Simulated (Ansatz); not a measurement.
Results of PBEsol in Ansatz (plane waves, PAW) for hcp Os.

A relaxed, unreconstructed slab of the (11-20) face has 20 atoms, two equal faces of 20.368 Å² each and an energy of -225009.4934 eV. A bulk cell of 4 atoms with the same orientation and in-plane k mesh has -45004.2485 eV. Energies are extrapolated to zero smearing.

Numerical settings: plane-wave cutoff 500 eV, 14×12×1 k mesh (along the axes of the cell as run), Fermi–Dirac smearing 0.1 eV, scalar-relativistic PAW data made under PBE.

Worked out: γ = (E_slab − N E_bulk per atom)/2A = [-225009.4934 − 20 × (-45004.2485/4)]/(2 × 20.368) = 0.2884 eV/Å². With 16.022 J/m² per eV/Å² this is 4.62 J/m², or 5.87 eV per surface cell and face.

Ansatz is a first-principles code.
